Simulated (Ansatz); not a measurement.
A structure relaxed at PBE0-D4/def2-TZVP, charge 0, multiplicity 1:

```xyz
10

C     0.0910    0.3669   -1.1746
C     0.4035   -0.5121   -0.0267
F     1.2690   -1.5039   -0.3446
C    -0.0332   -0.4622    1.2253
O    -0.8980    0.4423    1.7510
H    -0.3637   -0.2056   -1.9882
H    -0.6013    1.1665   -0.9031
H     1.0012    0.8328   -1.5630
H     0.2997   -1.1926    1.9512
H    -1.1682    1.0679    1.0728
```

(1) Give its formula and SMILES.

(2) Point group (tolerance 0.08 Å, 0.16 Å for H)?

(3) Summarise the bond lengths by kind.

Answers

(1) C3H5FO, `C/C(F)=C\O`.

(2) Cs.

(3) 2 × C–C 1.327 to 1.479 Å; 4 × C–H 1.082 to 1.094 Å; 1 × C–F 1.354 Å; 1 × C–O 1.357 Å; 1 × H–O 0.961 Å.

Program: Ansatz 0.2.0.
